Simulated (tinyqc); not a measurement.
CIS on RHF in the sto-3g basis, for H2O, spin multiplicity 1, step by step. One step of it, computed by the program tinyqc.

Task: CIS singlet states. Diagonalise A (1 hartree = 27.211386 eV); each vector has its largest component positive (the first on a tie). The transition dipole is mu = sqrt2 sum c_ia <i|r|a>.

CIS matrix A, singlet (hartree), lower triangle:
```
           1>6        1>7        2>6        2>7        3>6        3>7       4>6       4>7
1>6  20.031562
1>7   0.009354  20.088438
2>6   0.029140  -0.004901   1.332289
2>7  -0.005063   0.043579   0.014979   1.374070
3>6  -0.002883  -0.000919   0.006459   0.024888   0.657089
3>7   0.018658   0.008736  -0.050365  -0.010184  -0.032682   0.895264
4>6  -0.024061   0.000508   0.061597   0.026859   0.049630  -0.128129  0.610184
4>7   0.002419  -0.027061   0.019088  -0.011366  -0.033515  -0.029664  0.003856  0.636102
5>6   0.000000   0.000000   0.000000   0.000000   0.000000   0.000000  0.000000  0.000000
5>7   0.000000   0.000000   0.000000   0.000000   0.000000   0.000000  0.000000  0.000000

          5>6       5>7
5>6  0.389499
5>7  0.009244  0.453589
```

dipole integrals <i|r|a> (bohr):
```
             x          y          z
1>6   0.000000  -0.014354  -0.044713
1>7   0.000000   0.052138  -0.012415
2>6   0.000000  -0.000885   0.077074
2>7   0.000000  -0.091118   0.041380
3>6   0.000000   0.785638   0.170113
3>7   0.000000   0.245454  -0.704796
4>6   0.000000   0.269098   0.620842
4>7   0.000000  -0.703035   0.104218
5>6  -0.064956   0.000000   0.000000
5>7  -0.018331   0.000000   0.000000
```

Give: singlet excitation energies; lowest vectors; oscillator strengths 2/3 w |mu|^2.

Result:

singlet excitation energies (eV): 10.5633  12.3784  14.8830  16.5205  18.6860  25.5917  36.3983  37.7126  545.0485  546.6788

lowest vectors:
```
     state 1  state 2  state 3  state 4  state 5  state 6
1>6   0.0000   0.0000   0.0009   0.0000   0.0003  -0.0016
1>7   0.0000   0.0000  -0.0002   0.0011  -0.0008  -0.0006
2>6   0.0000   0.0000  -0.0475  -0.0257   0.0040   0.1744
2>7   0.0000   0.0000  -0.0156  -0.0076  -0.0430   0.0432
3>6   0.0000   0.0000  -0.3307   0.5170   0.7742  -0.1485
3>7   0.0000   0.0000   0.2861   0.2149   0.1582   0.9088
4>6   0.0000   0.0000   0.8960   0.1747   0.1960  -0.3395
4>7   0.0000   0.0000  -0.0598   0.8095  -0.5791  -0.0672
5>6   0.9902   0.1400   0.0000   0.0000   0.0000   0.0000
5>7  -0.1400   0.9902   0.0000   0.0000   0.0000   0.0000
```

oscillator strengths 2/3 w |mu|^2: 0.0020  0.0005  0.0670  0.0162  1.1356  0.9496
